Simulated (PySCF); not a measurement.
Gas-phase reaction: BCl₃.NH₃ + 2 BH₂ + BH = 3 BH₂Cl + HBNH

Method: PySCF energies (xtb for GFN2) plus ideal-gas RRHO corrections (1 bar). † marks an energy on the PBE0/def2-TZVP geometry and frequencies; other levels use their own. CCSD(T) freezes the core. 6-31G* has spherical d functions here. Open shells (unrestricted): BH₂ (multiplicity 2); the rest are closed-shell singlets. GFN2 has no spin-polarisation term. B3LYP is the form with VWN-RPA correlation. Adducts (BCl₃.NH₃) have no counterpoise correction, and HF, PBE, BLYP, B3LYP and PBE0 lack dispersion. BCl₃.NH₃, BH₂Cl, HBNH: computed as isolated molecules; such fragments, hydroxides, amides, oligomers or adducts are transient or little studied in the gas. CCSD(T) isn't extrapolated to the basis-set limit.

```csv
level,"ΔH°(298 K), kJ"
B3LYP/6-31G*,[?]
BLYP/def2-TZVP†,[?]
CCSD(T)/def2-SVP†,-728
CCSD(T)/def2-TZVPP†,-716
GFN2-xTB,-1041
HF/def2-TZVP†,[?]
PBE/def2-SVP,-761
PBE0/def2-SVP†,-734
PBE0/def2-TZVP,-739
ωB97X-V/def2-TZVP†,[?]
```

Task: Complete the blanks.

Result: 
- B3LYP/6-31G*, ΔH°(298 K), kJ: -776
- BLYP/def2-TZVP†, ΔH°(298 K), kJ: -792
- HF/def2-TZVP†, ΔH°(298 K), kJ: -632
- ωB97X-V/def2-TZVP†, ΔH°(298 K), kJ: -740
